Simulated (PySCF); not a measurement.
# One elementary step

Start structure (BSiH$_{6}$F, singlet), relaxed at PBE0-D4/def2-TZVP:

```
9
angstrom
B -0.4662 -0.5997 -1.7225
F -1.5103 -1.4060 -1.7282
H 0.6234 -1.0928 -1.6528
H -0.6625 0.5760 -1.8450
H -0.4835 -0.3401 0.6577
Si 0.4667 0.5259 1.4101
H 1.1689 -0.3036 2.4203
H -0.3003 1.6043 2.0802
H 1.4457 1.1110 0.4617
```

The step: BH₂F ([BH2][F]) + SiH₄ → BSiH₅ ([BH2][SiH3]) + HF; bonds formed: B1–Si6, F2–H5; bonds broken: B1–F2, H5–Si6. PySCF 2.14 with density fitting (its default auxiliary sets; JK sets also for MP2 and CCSD(T)); basis: def2-TZVPP and def2-QZVPP; cores frozen in the correlated methods. Extrapolation: Hartree–Fock as exp(−7.88 √X), correlation as X^−2.97. Energies below are by CCSD(T) at an estimated basis limit (MP2 extrapolated from triple and quadruple zeta, plus CCSD(T) − MP2 in triple zeta).

Task: What are the electronic barrier and the energy of the step, from the start structure to the end structure? (An estimate is asked for; the value comes from the calculation.)

Result: By the calculation: Barrier 52.20 kcal/mol; step energy 36.43 kcal/mol (uphill); reverse barrier, their difference, 15.77 kcal/mol. Barrier and step energy count from the start structure, the reverse barrier from the end structure.

The saddle point: One imaginary mode of 1020i cm⁻¹.
```tsv
pair	start (Å)	saddle (Å)	end (Å)
B1–Si6	3.46	2.12	2.02
F2–H5	2.81	1.10	0.94
B1–F2	1.32	1.65	1.94
H5–Si6	1.49	1.96	2.44
```

Zero-point energy (harmonic, PBE0-D4): ZPE is 34.50 kcal/mol at the start and 34.02 kcal/mol at the saddle, so the barrier goes from 52.20 to 51.73 kcal/mol.

T1 diagnostic: at most 0.014. The start structure is not quite a true minimum (one mode of 46i cm⁻¹).

Labels in which every atom is bracketed show which atoms are joined, not bond orders.

For scale, one of the runs: CCSD(T)/def2-TZVPP, 188 basis functions, launched by `OMP_NUM_THREADS=4 python run.py`. The run took 4.4 min on 4 CPU threads of an Arm Neoverse V1 (shared host), with 1.9 GiB of host memory at its peak.
